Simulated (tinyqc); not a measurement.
Extended Hueckel theory, for H3O+, step by step. The parameters take no account of the charge, which enters only through the electron count. One step of it, computed by the program tinyqc.

Problem. Wolfsberg-Helmholz matrix. H_ij = K' S_ij (H_ii + H_jj)/2 for i != j (the diagonal keeps H_ii), with K' = K + D^2 + D^4 (1 - K), D = (H_ii - H_jj)/(H_ii + H_jj), K = 1.75.

overlap S, order 1O 2s, 1O 2px, 1O 2py, 1O 2pz, 2H 1s, 3H 1s, 4H 1s:
```
[[1.000000, 0.000000, 0.000000, 0.000000, 0.471698, 0.471865, 0.471865],
 [0.000000, 1.000000, 0.000000, 0.000000, 0.395447, -0.197610, -0.197610],
 [0.000000, 0.000000, 1.000000, 0.000000, 0.000000, 0.342636, -0.342636],
 [0.000000, 0.000000, 0.000000, 1.000000, -0.053828, -0.053855, -0.053855],
 [0.471698, 0.395447, 0.000000, -0.053828, 1.000000, 0.193098, 0.193098],
 [0.471865, -0.197610, 0.342636, -0.053855, 0.193098, 1.000000, 0.192967],
 [0.471865, -0.197610, -0.342636, -0.053855, 0.193098, 0.192967, 1.000000]]
```

diagonal H_ii (eV): [-32.300000, -14.800000, -14.800000, -14.800000, -13.600000, -13.600000, -13.600000]

K = 1.750000

Give: H.

Solution.

H (eV), order 1O 2s, 1O 2px, 1O 2py, 1O 2pz, 2H 1s, 3H 1s, 4H 1s:
```
[[-32.3000, 0.0000, 0.0000, 0.0000, -20.5177, -20.5250, -20.5250],
 [0.0000, -14.8000, 0.0000, 0.0000, -9.8369, 4.9156, 4.9156],
 [0.0000, 0.0000, -14.8000, 0.0000, 0.0000, -8.5232, 8.5232],
 [0.0000, 0.0000, 0.0000, -14.8000, 1.3390, 1.3397, 1.3397],
 [-20.5177, -9.8369, 0.0000, 1.3390, -13.6000, -4.5957, -4.5957],
 [-20.5250, 4.9156, -8.5232, 1.3397, -4.5957, -13.6000, -4.5926],
 [-20.5250, 4.9156, 8.5232, 1.3397, -4.5957, -4.5926, -13.6000]]
```
